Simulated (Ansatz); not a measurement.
Molecule: C$_{3}$H$_{4}$ (charge +1, doublet). 
Structure (B3LYP-D3(BJ)/def2-TZVP (Ansatz, an electronic-structure program) minimum search):
```xyz
7

C      1.3106     0.0150     0.0000
C      0.0000     0.0000     0.0000
C     -1.3106    -0.0150     0.0000
H      1.8775    -0.4057    -0.8320
H      1.8677     0.4487     0.8320
H     -1.8766     0.3292    -0.8670
H     -1.8686    -0.3722     0.8670
```
Charge +1, spin multiplicity 2.

Basis-set convergence of Hartree-Fock and MP2 correlation energies (hartree) with Ansatz. Correlated levels leave the core frozen unless marked. Open shells are spin-unrestricted. No spin-orbit coupling. Non-relativistic.

The UHF reference is spin-contaminated (<S^2> 0.10 over the pure value in the largest basis). 

```
basis    functions       E(HF)  E(corr, MP2)
-------  ---------  ----------  ------------
cc-pVDZ          -  -115.56898      -0.33902
cc-pVTZ        146           …             …
```

Problem. What belongs in the gaps?

Solution. 
- cc-pVTZ, E(HF): -115.60120
- cc-pVTZ, E(corr, MP2): -0.41590
